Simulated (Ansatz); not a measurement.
# HF/3-21G run of C2H4S (thiirane)

Aim: the vertical ionisation energy of C2H4S (thiirane) at HF/3-21G, from 2 runs. 

The calculation is run with Ansatz 0.2.0.

45 further runs of the same task are left out: 45 set aside as unsound or not needed.

**1. Starting point**

C2H4S: 7 atoms, total charge 0, spin state singlet. SMILES: `C1CS1`. Geometry: relaxed at PBE0-D4/def2-TZVP.

Bond lengths: C1–C2 1.478 Å, C1–S3 1.802 Å, C2–S3 1.802 Å, C1–H4 1.084 Å, C1–H5 1.084 Å, C2–H6 1.084 Å, C2–H7 1.084 Å. Some angles: C1–C2–S3 65.8°, C2–C1–S3 65.8°, C1–S3–C2 48.4°, C1–C2–H6 118.1°, C1–C2–H7 118.1°, S3–C2–H6 115.4°, S3–C2–H7 115.4°, C2–C1–H4 118.1°, C2–C1–H5 118.1°, S3–C1–H4 115.4°.

**2. The energy at HF/3-21G**

The input, input.yaml:

```yaml
crystal:
  periodic: [false, false, false]
  atoms:
    - {symbol: C, position_ang: [-0.515770, 0.123480, -0.520180]}
    - {symbol: C, position_ang: [0.600760, -0.036080, 0.435470]}
    - {symbol: S, position_ang: [-0.898110, -0.923600, 0.895080]}
    - {symbol: H, position_ang: [-0.448740, -0.388430, -1.473330]}
    - {symbol: H, position_ang: [-1.032050, 1.076250, -0.547280]}
    - {symbol: H, position_ang: [0.855300, 0.806520, 1.068140]}
    - {symbol: H, position_ang: [1.438610, -0.658150, 0.142080]}
basis:
  gaussian:
    orbitals: 3-21G.json
output:
  orbitals: {seedname: orbitals}
accuracy: high
hamiltonian:
  xc: hf
```

The basis set 3-21G is read from a file made from the Basis Set Exchange's data (not shown).

On the command line:

```bash
$ ansatz run input.yaml --threads 1 --pin off --max-ram 3480MiB --events-out events.jsonl --progress --plain --runs-dir runs
```

The log of the run:

```text
Warning: RAYON_NUM_THREADS=1 ignored (pool sized by the plan → 1); use --threads N
Functional definition: HF
  name "HF"
  exchange = exact_x
  correlation = 0
925 factors; integrals over basis functions are off by at most 6.5e-9 eV
mean field evaluation 1: about -12874.3219 eV, gradient 1.5e1 eV
mean field evaluation 2: about -12874.3108 eV, gradient 1.5e1 eV
mean field evaluation 4: about -12875.0137 eV, gradient 2.0e0 eV
mean field evaluation 8: about -12875.0254 eV, gradient 2.9e-4 eV
mean field -12875.02536079 eV, -473.1484550036 hartree, gradient 2.3e-8 eV, S^2 0.000000; 0 other end points of the search recorded, 0 dependent functions left out
reference -12875.02536079 eV, -473.1484550036 hartree; 16, 16 occupied and 23, 23 virtual orbitals, 925 factors
Total energy: -12875.02536079 eV, -473.1484550036 hartree
```

It took 0.28 s on 1 thread of Arm Neoverse V2, shared host.

**3. The doublet cation at the same level**

The input, job.yaml:

```yaml
crystal:
  periodic: [false, false, false]
  atoms:
    - {symbol: C, position_ang: [-0.515770, 0.123480, -0.520180]}
    - {symbol: C, position_ang: [0.600760, -0.036080, 0.435470]}
    - {symbol: S, position_ang: [-0.898110, -0.923600, 0.895080]}
    - {symbol: H, position_ang: [-0.448740, -0.388430, -1.473330]}
    - {symbol: H, position_ang: [-1.032050, 1.076250, -0.547280]}
    - {symbol: H, position_ang: [0.855300, 0.806520, 1.068140]}
    - {symbol: H, position_ang: [1.438610, -0.658150, 0.142080]}
basis:
  gaussian: {orbitals: 3-21G.json}
total_charge: 1
magnetization: {spin_polarized: true, initial_magnetization: 1}
hamiltonian: {xc: hf}
accuracy: high
output: {orbitals: {seedname: orbitals}}
```

The basis set 3-21G is read from a file made from the Basis Set Exchange's data (not shown).

On the command line:

```bash
$ ansatz run job.yaml --threads 1 --pin off --max-ram 3480MiB --events-out events.jsonl --progress --plain --runs-dir runs
```

The log of the run:

```text
Warning: RAYON_NUM_THREADS=1 ignored (pool sized by the plan → 1); use --threads N
[... 4 set-up lines as earlier in the session ...]
925 factors; integrals over basis functions are off by at most 6.5e-9 eV
mean field evaluation 1: about -12864.9513 eV, gradient 1.7e1 eV
mean field evaluation 2: about -12865.2279 eV, gradient 1.7e1 eV
mean field evaluation 4: about -12866.7798 eV, gradient 1.7e0 eV
mean field evaluation 8: about -12866.8210 eV, gradient 2.2e-1 eV
mean field evaluation 16: about -12866.8233 eV, gradient 2.9e-8 eV
mean field -12866.82332104 eV, -472.8470356020 hartree, gradient 3.3e-8 eV, S^2 0.762251; 0 other end points of the search recorded, 0 dependent functions left out
reference -12866.82332104 eV, -472.8470356020 hartree; 16, 15 occupied and 23, 24 virtual orbitals, 925 factors
Total energy: -12866.82332104 eV, -472.8470356020 hartree
```

It took 0.36 s on 1 thread of Arm Neoverse V2, shared host; peak memory 0.093 GiB.

**4. What came out**

Level: HF/3-21G.

| quantity | value |
| --- | --- |
| singlet C2H4S: total energy | -473.14846 Eh |
| singlet C2H4S: HOMO energy | -9.55 eV |
| singlet C2H4S: LUMO energy | 4.66 eV |
| singlet C2H4S: HOMO–LUMO gap | 14.21 eV |
| doublet cation: total energy | -472.84704 Eh |
| doublet cation: HOMO energy (highest over α and β) | -19.19 eV |
| doublet cation: LUMO energy (lowest over α and β) | -6.93 eV |
| doublet cation: ⟨S²⟩ | 0.762 |
| vertical ionisation energy (to the doublet cation) | 8.202 eV |

In words: Removing an electron at fixed nuclei costs 8.20 eV (189 kcal/mol). The negative HOMO energy of the first species, 9.55 eV, lies 1.35 eV above that difference.
